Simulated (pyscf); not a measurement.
Routes from H₂N–B(Cl)–Cl (SMILES NB(Cl)Cl) + SiH₄ (SMILES [SiH4])

Candidate steps break at most two bonds and form at most two. Each was searched with GFN2-xTB (tblite) first. Structures and frequencies: ωB97X-D3(BJ)/def2-SVP in PySCF. Energies: ωB97M-D3(BJ)/def2-TZVP, eV, from the separated reactants, singlet surface; ΔG‡ with ideal gas, 1 atm, RRHO with modes under 100 cm⁻¹ raised to 100, one conformer, R ln 2 for chiral ones without a mode under 150 cm⁻¹.

```tsv
products	type	ΔE‡	ΔE	ΔG‡ 298 K	ΔG‡ 900 K	ν‡ (cm⁻¹)
H₂N–SiH₃ + Cl–BH–Cl	four-centre exchange	0.95	+0.89	1.49	2.44	216i
H₃Si–NH–B(Cl)–Cl + H₂	four-centre exchange	2.42	-0.20	2.75	3.58	1568i
```

Row 1: On the product side the descent ends in an adduct with a B–N contact (not fully relaxed), 1.12 eV under the separated species and 1.10 eV under the saddle at ωB97X-D3(BJ)/def2-TZVP. 

Plain bond fissions and candidates not yet searched are not listed, and one of them may be faster. Each barrier is that of the saddle found; lower ones may exist.
